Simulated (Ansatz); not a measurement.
## Ansatz (development build ahead of 0.2.0) run

```yaml
crystal:
  periodic: [false, false, false]
  atoms:
    - { symbol: O, position_ang: [0.0, 0.0, -1.54755] }
    - { symbol: C, position_ang: [0.0, 0.0, -0.48362] }
    - { symbol: S, position_ang: [0.0, 0.0, 0.95513] }
basis:
  gaussian: { orbitals: "6-31G" }
hamiltonian:
  xc: hf
```

The input is written out in the form of the current development build from the run's settings.

Output:

- Converged: yes
- Total energy: -510.10293 hartree
- Spin squared of the determinant: 0.000

Caution: no unrestricted run beside it, a lower state can exist.
